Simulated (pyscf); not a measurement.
H₂S (SMILES S) + H₂C=CH₂ (SMILES C=C) -> H₃C–CH₂–SH (SMILES CCS) (addition across a multiple bond or ene-type step; singlet surface; H–S broken, C–S, C–H formed). Structures and frequencies: ωB97X-D3(BJ)/def2-SVP in PySCF. MP2 and CC: frozen core, UHF for open shells. ΔMP2 is the change of the MP2 total energy from the triple- to the quadruple-zeta basis. Energies in kcal/mol from the separated reactants.

```json
[
 {"level": "ωB97X-D3(BJ)/def2-TZVP", "barrier": "51.0", "reaction energy": "-27.2"},
 {"level": "r²SCAN/def2-TZVP", "barrier": "41.4", "reaction energy": "-25.5"},
 {"level": "PBE0-D3(BJ)/def2-TZVP", "barrier": "43.1", "reaction energy": "-28.1"},
 {"level": "M06-2X/def2-TZVP", "barrier": "50.1", "reaction energy": "-25.1"},
 {"level": "ωB97M-D3(BJ)/def2-TZVP", "barrier": "[?]", "reaction energy": "-23.9"},
 {"level": "CCSD(T)/def2-TZVPP", "barrier": "50.0", "reaction energy": "-22.5"},
 {"level": "CCSD(T)/def2-TZVPP + ΔMP2(QZVPP)", "barrier": "[?]", "reaction energy": "[?]"}
]
```

Question: Complete the blanks.

Answer: 
- ωB97M-D3(BJ)/def2-TZVP, barrier: 50.8
- CCSD(T)/def2-TZVPP + ΔMP2(QZVPP), barrier: 49.0
- CCSD(T)/def2-TZVPP + ΔMP2(QZVPP), reaction energy: -22.9

On the product side the descent ends in a point that may be a rotor saddle (no frequency run), 3.6 kcal/mol over the lowest minimum found and 74.6 kcal/mol under the saddle at ωB97X-D3(BJ)/def2-TZVP. This is the saddle that the search found; another between the same sides may lie lower. The CCSD(T) − MP2 part came from Ansatz, without density fitting, on the same reference.
